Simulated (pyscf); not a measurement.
This saddle point was located with ωB97X-D3(BJ)/def2-SVP in PySCF.

```
Si
H 1 1.4918
H 1 1.5527 2 109.23
H 3 1.3290 2 143.89 1 -179.99
S 1 1.9365 2 125.41 3 -179.96
```
Charge 0, spin multiplicity 2.

Surface: doublet, charge 0. Lowest wavenumbers (cm⁻¹): 889i, 158, 263, 669, 745.

### Question
Which two sides does it connect, and which bonds change?

### Answer
H₂Si=S + H• ⇌ [HSi=S]• + H₂, a hydrogen abstraction read from left to right: H–Si broken and H–H formed. At ωB97M-D3(BJ)/def2-TZVP it lies +0.17 eV from the left side and +1.10 eV from the right (each side as separated species at their lowest minima found). One saddle was located; it need not be the lowest between these sides. The angle at the transferred H is 178°.
